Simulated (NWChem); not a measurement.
**C3H6O3 (glycol monoformate): levels of theory compared**

Wanted: a comparison of 5 runs (HF/STO-3G, HF/3-21G, B3LYP/6-31G*, PBE/6-31G**) of C3H6O3 (glycol monoformate). 

The calculation is run with NWChem 7.3.0.

## Step 1: The system as given

C3H6O3 has 12 atoms, charge 0, and is taken as a singlet. SMILES: `O=COCCO`. Geometry: relaxed at PBE0-D4/def2-TZVP. This is a higher conformer, about 15 kJ/mol above the lowest found by a separate search.

Bond lengths: O1–C2 1.197 Å, C2–O3 1.330 Å, O3–C4 1.431 Å, C4–C5 1.512 Å, C5–O6 1.406 Å, C2–H7 1.099 Å, C4–H8 1.093 Å, C4–H9 1.092 Å, C5–H10 1.091 Å, C5–H11 1.100 Å, O6–H12 0.961 Å. Some angles: O1–C2–O3 126.1°, C2–O3–C4 116.2°, O3–C4–C5 112.3°, C4–C5–O6 113.8°, O1–C2–H7 124.8°, O3–C2–H7 109.1°, O3–C4–H8 109.7°, O3–C4–H9 104.7°, C5–C4–H8 109.7°, C5–C4–H9 111.0°.

## Step 2: Energy and gradient at HF/STO-3G (run 1)

calc.xyz reads:

```xyz
12
C3H6O3 gradient
O      1.351600    -1.853500    -0.484000
C      1.480800    -1.219300     0.522600
O      0.575100    -0.405900     1.058800
C     -0.657700    -0.274200     0.344500
C     -0.564400     0.728400    -0.782900
O     -0.206300     2.021800    -0.362900
H      2.378700    -1.226600     1.157000
H     -0.959800    -1.247000    -0.050600
H     -1.380600     0.049000     1.097100
H      0.201900     0.412200    -1.492100
H     -1.527600     0.721700    -1.314000
H     -0.873800     2.348400     0.246000
```

calc.nw reads:

```
START calc
TITLE "C3H6O3 gradient"
memory stack 880 mb heap 220 mb global 1100 mb

GEOMETRY units angstrom noautosym nocenter noautoz
  load format xyz calc.xyz
END

BASIS spherical bse
  * library STO-3G
END

SCF
  thresh 1e-08
  maxiter 80
END

TASK scf gradient
```

On the command line:

```bash
nwchem calc.nw > calc.out
```

What it wrote:

```text
[...]
  functions       =    36
[...]
  wavefunction    = RHF
[...]
         Total SCF energy =   -337.199194167561
      One-electron energy =   -953.790320247337
      Two-electron energy =    370.068402766388
 Nuclear repulsion energy =    246.522723313388
        Time for solution =      2.9s
[...]
                         RHF ENERGY GRADIENTS
    atom               coordinates                        gradient
                 x          y          z           x          y          z
   1 O       2.554154  -3.502607  -0.914627    0.005889   0.023735   0.038253
   2 C       2.798306  -2.304143   0.987571   -0.040148   0.013695  -0.006905
   3 O       1.086781  -0.767040   2.000842    0.031657  -0.039766  -0.034874
   4 C      -1.242873  -0.518163   0.651011   -0.001021   0.026240  -0.021054
   5 C      -1.066561   1.376476  -1.479466    0.016001  -0.007337   0.025055
   6 O      -0.389850   3.820648  -0.685782   -0.043855  -0.015812   0.021167
   7 H       4.495091  -2.317938   2.186413   -0.004581  -0.000117  -0.003909
   8 H      -1.813759  -2.356488  -0.095620    0.003849   0.000799   0.000945
   9 H      -2.608956   0.092597   2.073218    0.003891  -0.000254   0.001681
  10 H       0.381536   0.778945  -2.819660   -0.001293   0.001338   0.001544
  11 H      -2.886745   1.363815  -2.483100   -0.001666   0.000358   0.000575
[...]
```

It took 3.9 s on 1 thread of Intel Xeon Platinum 8488C (Sapphire Rapids), shared host; peak memory 0.098 GiB.

## Step 3: Energy and forces at HF/3-21G (run 2)

test.nw reads:

```
start test
memory 2200 mb
charge 0

geometry units angstroms noautosym nocenter noautoz
 O     1.351600   -1.853500   -0.484000
 C     1.480800   -1.219300    0.522600
 O     0.575100   -0.405900    1.058800
 C    -0.657700   -0.274200    0.344500
 C    -0.564400    0.728400   -0.782900
 O    -0.206300    2.021800   -0.362900
 H     2.378700   -1.226600    1.157000
 H    -0.959800   -1.247000   -0.050600
 H    -1.380600    0.049000    1.097100
 H     0.201900    0.412200   -1.492100
 H    -1.527600    0.721700   -1.314000
 H    -0.873800    2.348400    0.246000
end

basis spherical bse
 * library 3-21G
end

scf
 thresh 1e-08
 maxiter 80
end

task scf gradient
```

On the command line:

```bash
nwchem test.nw > test.out
```

What it wrote:

```text
[...]
  functions       =    66
[...]
  wavefunction    = RHF
[...]
         Total SCF energy =   -339.760984295074
      One-electron energy =   -954.227053669555
      Two-electron energy =    367.943346061093
 Nuclear repulsion energy =    246.522723313387
        Time for solution =      3.4s
[...]
                         RHF ENERGY GRADIENTS
    atom               coordinates                        gradient
                 x          y          z           x          y          z
   1 O       2.554154  -3.502607  -0.914627    0.004621   0.001738   0.006987
   2 C       2.798306  -2.304143   0.987571   -0.036585   0.004457  -0.018425
   3 O       1.086781  -0.767040   2.000842   -0.001077  -0.002371  -0.002116
   4 C      -1.242873  -0.518163   0.651011    0.030014   0.004309  -0.004994
   5 C      -1.066561   1.376476  -1.479466    0.002636   0.018705   0.025892
   6 O      -0.389850   3.820648  -0.685782   -0.004906  -0.013563  -0.005598
   7 H       4.495091  -2.317938   2.186413    0.011949   0.000878   0.009503
   8 H      -1.813759  -2.356488  -0.095620   -0.002220  -0.008603  -0.002690
   9 H      -2.608956   0.092597   2.073218   -0.004978   0.002542   0.006222
  10 H       0.381536   0.778945  -2.819660    0.006343  -0.001434  -0.005933
  11 H      -2.886745   1.363815  -2.483100   -0.007249   0.000678  -0.003910
[...]
```

It took 4.5 s on 1 thread of Intel Xeon Platinum 8488C (Sapphire Rapids), shared host; peak memory 0.098 GiB.

Run 3 isn't shown in full; the table further down has it.

## Step 4: Energy and gradient at B3LYP/6-31G(d) (Cartesian functions) (run 4)

run.py reads:

```python
from ase import Atoms
from ase.calculators.nwchem import NWChem

atoms = Atoms(['O', 'C', 'O', 'C', 'C', 'O', 'H', 'H', 'H', 'H', 'H', 'H'], positions=[
    [1.351600, -1.853500, -0.484000],
    [1.480800, -1.219300, 0.522600],
    [0.575100, -0.405900, 1.058800],
    [-0.657700, -0.274200, 0.344500],
    [-0.564400, 0.728400, -0.782900],
    [-0.206300, 2.021800, -0.362900],
    [2.378700, -1.226600, 1.157000],
    [-0.959800, -1.247000, -0.050600],
    [-1.380600, 0.049000, 1.097100],
    [0.201900, 0.412200, -1.492100],
    [-1.527600, 0.721700, -1.314000],
    [-0.873800, 2.348400, 0.246000],
])

calc = NWChem(
    label='a',
    theory='dft',
    memory='2200 mb',
    basis='6-31G*',
    dft={'xc': 'b3lyp', 'mult': '1', 'grid': 'fine', 'convergence': 'energy 1e-08', 'iterations': '100', 'mulliken': None},
)
atoms.calc = calc

forces = atoms.get_forces()
e = atoms.get_potential_energy()
print(f"E = {e:.6f} eV")
print("forces (eV/A):")
for s, f in zip(atoms.symbols, forces):
    print(f"{s:2s} {f[0]:10.5f} {f[1]:10.5f} {f[2]:10.5f}")
print("dipole (e A):", atoms.get_dipole_moment().round(4))
```

On the command line:

```bash
export ASE_NWCHEM_COMMAND="nwchem PREFIX.nwi > PREFIX.nwo"
python run.py
```

What it wrote:

```text
E = -9349.341282 eV
forces (eV/A):
O    -0.05636   -0.58611   -0.88708
C     0.47648    0.15802    0.56611
O    -0.05266    0.34360    0.47833
C    -0.30272   -0.18347    0.01255
C    -0.10953    0.01054   -0.22117
O     0.50954    0.21695   -0.20322
H     0.04798    0.00596    0.05296
H    -0.03702   -0.07271    0.00432
H    -0.06808    0.01419    0.06258
H     0.04854   -0.00905   -0.05122
H    -0.11395   -0.02175   -0.08978
H    -0.34211    0.12388    0.27557
dipole (e A): [-0.4547  0.1182  0.3094]
```

The calculator wrote a.nwi:

```
title "a"

permanent_dir a

scratch_dir a

start a

geometry units angstrom nocenter noautosym noautoz
  O  1.3515999999999999e+00 -1.8534999999999999e+00 -4.8399999999999999e-01
  C  1.4807999999999999e+00 -1.2193000000000001e+00 5.2259999999999995e-01
  O  5.7509999999999994e-01 -4.0589999999999998e-01 1.0588000000000000e+00
  C  -6.5769999999999995e-01 -2.7420000000000000e-01 3.4449999999999997e-01
  C  -5.6440000000000001e-01 7.2840000000000005e-01 -7.8290000000000004e-01
  O  -2.0630000000000001e-01 2.0217999999999998e+00 -3.6290000000000000e-01
  H  2.3786999999999998e+00 -1.2265999999999999e+00 1.1570000000000000e+00
  H  -9.5979999999999999e-01 -1.2470000000000001e+00 -5.0599999999999999e-02
  H  -1.3806000000000000e+00 4.9000000000000002e-02 1.0971000000000000e+00
  H  2.0190000000000000e-01 4.1220000000000001e-01 -1.4921000000000000e+00
  H  -1.5276000000000001e+00 7.2170000000000001e-01 -1.3140000000000001e+00
  H  -8.7380000000000002e-01 2.3483999999999998e+00 2.4600000000000000e-01
end

memory 2200 mb

basis noprint
   * library 6-31G*
end

dft
  xc b3lyp
  mult 1
  grid fine
  convergence energy 1e-08
  iterations 100
  mulliken
end

task dft gradient
```

a.nwo:

```text
Northwest Computational Chemistry Package (NWChem) 7.3.0
             --------------------------------------------------------

           Job information
           ---------------

    nwchem branch   = 7.3.0
    use scalapack   = T
    input           = a.nwi
    prefix          = a.
    data base       = a/a.db
    status          = startup
    nproc           =        1

           Memory information
           ------------------

    heap     =     72089596 doubles =      550.0 Mbytes
    stack    =     72089601 doubles =      550.0 Mbytes
    global   =    144179200 doubles =     1100.0 Mbytes (distinct from heap & stack)
    total    =    288358397 doubles =     2200.0 Mbytes
    verify   = yes
    hardfail = no

[... 110 lines left out ...]
  convergence criterion.
[... 40 lines left out ...]
          Spatial weights used:  Erf1
[... 75 lines left out ...]
         Total DFT energy =     -343.581957683272
[... 3 lines left out ...]
 Nuclear repulsion energy =      246.522723313387
[... 780 lines left out ...]
          Convergence on gradient requested:  5.00D-04
[... 27 lines left out ...]
          total energy or number of iterations.
[... 26 lines left out ...]
                         DFT ENERGY GRADIENTS

    atom               coordinates                        gradient
                 x          y          z           x          y          z
   1 O       2.554154  -3.502607  -0.914627    0.001096   0.011398   0.017251
   2 C       2.798306  -2.304143   0.987571   -0.009266  -0.003073  -0.011009
   3 O       1.086781  -0.767040   2.000842    0.001024  -0.006682  -0.009302
[... 8 lines of this table left out ...]
  12 H      -1.651243   4.437833   0.464873    0.006653  -0.002409  -0.005359

                 ----------------------------------------
                 |  Time  |  1-e(secs)   |  2-e(secs)   |
                 ----------------------------------------
                 |  CPU   |       0.01   |       1.85   |
                 ----------------------------------------
                 |  WALL  |       0.01   |       1.85   |
                 ----------------------------------------

 Task  times  cpu:       24.9s     wall:       24.9s
 Total times  cpu:       24.9s     wall:       24.9s
```

It took 26 s on 1 thread of Intel Xeon Platinum 8488C (Sapphire Rapids), shared host; peak memory 0.13 GiB.

## Step 5: Energy and forces at PBE/6-31G(d,p) (spherical functions) (run 5)

run.py reads:

```python
from ase import Atoms
from ase.calculators.nwchem import NWChem

molecule = Atoms(['O', 'C', 'O', 'C', 'C', 'O', 'H', 'H', 'H', 'H', 'H', 'H'], positions=[
    [1.351600, -1.853500, -0.484000],
    [1.480800, -1.219300, 0.522600],
    [0.575100, -0.405900, 1.058800],
    [-0.657700, -0.274200, 0.344500],
    [-0.564400, 0.728400, -0.782900],
    [-0.206300, 2.021800, -0.362900],
    [2.378700, -1.226600, 1.157000],
    [-0.959800, -1.247000, -0.050600],
    [-1.380600, 0.049000, 1.097100],
    [0.201900, 0.412200, -1.492100],
    [-1.527600, 0.721700, -1.314000],
    [-0.873800, 2.348400, 0.246000],
])

calc = NWChem(
    label='job',
    theory='dft',
    memory='2200 mb',
    basis='6-31G**',
    basispar='spherical bse',
    dft={'xc': 'xpbe96 cpbe96', 'mult': '1', 'grid': 'fine', 'convergence': 'energy 1e-08', 'iterations': '100', 'mulliken': None},
)
molecule.calc = calc

forces = molecule.get_forces()
e = molecule.get_potential_energy()
print(f"E = {e:.6f} eV")
print("forces (eV/A):")
for s, f in zip(molecule.symbols, forces):
    print(f"{s:2s} {f[0]:10.5f} {f[1]:10.5f} {f[2]:10.5f}")
print("dipole (e A):", molecule.get_dipole_moment().round(4))
```

On the command line:

```bash
export ASE_NWCHEM_COMMAND="nwchem PREFIX.nwi > PREFIX.nwo"
python run.py
```

What it wrote:

```text
E = -9338.875239 eV
forces (eV/A):
O    -0.17432   -1.10455   -1.71251
C     0.57783    0.32139    0.86651
O    -0.16373    0.70047    0.89989
C    -0.17334   -0.12624   -0.11040
C    -0.14758    0.16851    0.03826
O     0.77380    0.31445   -0.31378
H     0.29887    0.04443    0.28863
H    -0.11447   -0.34319   -0.12825
H    -0.25274    0.09636    0.23747
H     0.24066   -0.12712   -0.23366
H    -0.35440   -0.09292   -0.23726
H    -0.51052    0.14835    0.40515
dipole (e A): [-0.446   0.1368  0.2939]
```

The calculator wrote job.nwi:

```
title "job"

permanent_dir job

scratch_dir job

start job

geometry units angstrom nocenter noautosym noautoz
  O  1.3515999999999999e+00 -1.8534999999999999e+00 -4.8399999999999999e-01
  C  1.4807999999999999e+00 -1.2193000000000001e+00 5.2259999999999995e-01
  O  5.7509999999999994e-01 -4.0589999999999998e-01 1.0588000000000000e+00
  C  -6.5769999999999995e-01 -2.7420000000000000e-01 3.4449999999999997e-01
  C  -5.6440000000000001e-01 7.2840000000000005e-01 -7.8290000000000004e-01
  O  -2.0630000000000001e-01 2.0217999999999998e+00 -3.6290000000000000e-01
  H  2.3786999999999998e+00 -1.2265999999999999e+00 1.1570000000000000e+00
  H  -9.5979999999999999e-01 -1.2470000000000001e+00 -5.0599999999999999e-02
  H  -1.3806000000000000e+00 4.9000000000000002e-02 1.0971000000000000e+00
  H  2.0190000000000000e-01 4.1220000000000001e-01 -1.4921000000000000e+00
  H  -1.5276000000000001e+00 7.2170000000000001e-01 -1.3140000000000001e+00
  H  -8.7380000000000002e-01 2.3483999999999998e+00 2.4600000000000000e-01
end

memory 2200 mb

basis spherical bse noprint
   * library 6-31G**
end

dft
  xc xpbe96 cpbe96
  mult 1
  grid fine
  convergence energy 1e-08
  iterations 100
  mulliken
end

task dft gradient
```

job.nwo:

```text
Northwest Computational Chemistry Package (NWChem) 7.3.0
             --------------------------------------------------------

           Job information
           ---------------

    nwchem branch   = 7.3.0
    use scalapack   = T
    input           = job.nwi
    prefix          = job.
    data base       = job/job.db
    status          = startup
    nproc           =        1

           Memory information
           ------------------

    heap     =     72089596 doubles =      550.0 Mbytes
    stack    =     72089601 doubles =      550.0 Mbytes
    global   =    144179200 doubles =     1100.0 Mbytes (distinct from heap & stack)
    total    =    288358397 doubles =     2200.0 Mbytes
    verify   = yes
    hardfail = no

[... 112 lines left out ...]
  convergence criterion.
[... 37 lines left out ...]
          Spatial weights used:  Erf1
[... 76 lines left out ...]
         Total DFT energy =     -343.197337719310
[... 3 lines left out ...]
 Nuclear repulsion energy =      246.522723313387
[... 866 lines left out ...]
          Convergence on gradient requested:  5.00D-04
[... 24 lines left out ...]
          total energy or number of iterations.
[... 26 lines left out ...]
                         DFT ENERGY GRADIENTS

    atom               coordinates                        gradient
                 x          y          z           x          y          z
   1 O       2.554154  -3.502607  -0.914627    0.003390   0.021480   0.033303
   2 C       2.798306  -2.304143   0.987571   -0.011237  -0.006250  -0.016851
   3 O       1.086781  -0.767040   2.000842    0.003184  -0.013622  -0.017500
[... 8 lines of this table left out ...]
  12 H      -1.651243   4.437833   0.464873    0.009928  -0.002885  -0.007879

                 ----------------------------------------
                 |  Time  |  1-e(secs)   |  2-e(secs)   |
                 ----------------------------------------
                 |  CPU   |       0.01   |       2.70   |
                 ----------------------------------------
                 |  WALL  |       0.01   |       2.70   |
                 ----------------------------------------

 Task  times  cpu:       33.1s     wall:       33.1s
 Total times  cpu:       33.1s     wall:       33.1s
```

It took 34 s on 1 thread of Intel Xeon Platinum 8488C (Sapphire Rapids), shared host; peak memory 0.12 GiB.

## Step 6: Overview of the runs

```
run                               level  iteration cap  module  energy (Eh)  dipole moment (D)  HOMO energy (eV)  LUMO energy (eV)  wall time
  1                           HF/STO-3G             80     scf  -337.199194               2.11             -9.04              8.57      3.9 s
  2                            HF/3-21G             80     scf  -339.760984               2.86            -11.73              5.04      4.5 s
  3  B3LYP/6-31G* (spherical functions)            100     dft  -343.575715               2.70             -7.48              0.24       25 s
  4  B3LYP/6-31G* (Cartesian functions)            100     dft  -343.581958               2.70             -7.50              0.23       26 s
  5   PBE/6-31G** (spherical functions)            100     dft  -343.197338               2.65             -6.02             -0.66       34 s
```

## Step 7: What came out

```
                       quantity          value
            run 5: total energy  -343.19734 Eh
           run 5: dipole moment         2.65 D
             run 5: HOMO energy       -6.02 eV
             run 5: LUMO energy       -0.66 eV
           run 5: HOMO–LUMO gap        5.36 eV
run 5: largest force on an atom     2.045 eV/Å
```

The dipole moment (its size) runs from 2.11 D (HF/STO-3G) to 2.86 D (HF/3-21G). The HOMO–LUMO gap runs from 5.36 eV (PBE/6-31G**) to 17.61 eV (HF/STO-3G). The two ends differ in method and basis. Totals of different functionals can't be ranked against each other. In run 1 the basis is minimal, so the values are rough. All runs together took 94 s, the longest 34 s.
